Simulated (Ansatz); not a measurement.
# H2N2Si: the cost of one run

Method: Hartree-Fock, Gaussian basis cc-pV(T+d)Z, and further levels as typed in the inputs, in Ansatz 0.2.0.

## Step 1: The system as given

Bond lengths: Si1–N2 1.783 Å, N2–N3 1.130 Å, Si1–H4 1.417 Å, Si1–H5 1.448 Å. Angles: Si1–N2–N3 175.6°, N2–Si1–H4 108.0°, N2–Si1–H5 105.0°, H4–Si1–H5 94.3°.

As a file:

```xyz
5

Si    0.0162   -0.0061   -0.0053
N    -0.0107    0.0087    1.7770
N     0.0174    0.0924    2.9032
H     1.0475   -0.8854   -0.4206
H    -1.0532   -0.9038   -0.3887
```

## Step 2: Relaxing the atoms: H2N2Si

The input, input.yaml:

```yaml
relax:
  f_tol: 0.001
  max_steps: 200
crystal:
  periodic: [false, false, false]
  atoms:
    - { symbol: Si, position_ang: [0.016243, -0.006118, -0.005282] }
    - { symbol: "N", position_ang: [-0.01073, 0.008654, 1.776985] }
    - { symbol: "N", position_ang: [0.017448, 0.092388, 2.90319] }
    - { symbol: H, position_ang: [1.047506, -0.885379, -0.420601] }
    - { symbol: H, position_ang: [-1.053224, -0.903841, -0.388662] }
basis:
  gaussian: { orbitals: "cc-pV(T+d)Z.json" }
hamiltonian:
  xc: hf
```

Started as:

```console
$ ansatz run input.yaml --threads 4 --pin off --max-ram 8192MiB --backend cpu --events-out ev --progress --plain --runs-dir out
```

What time and memory should one allow on 4 threads of Arm Neoverse N1, shared host?

About 12 s, with a peak of 0.21 GiB.
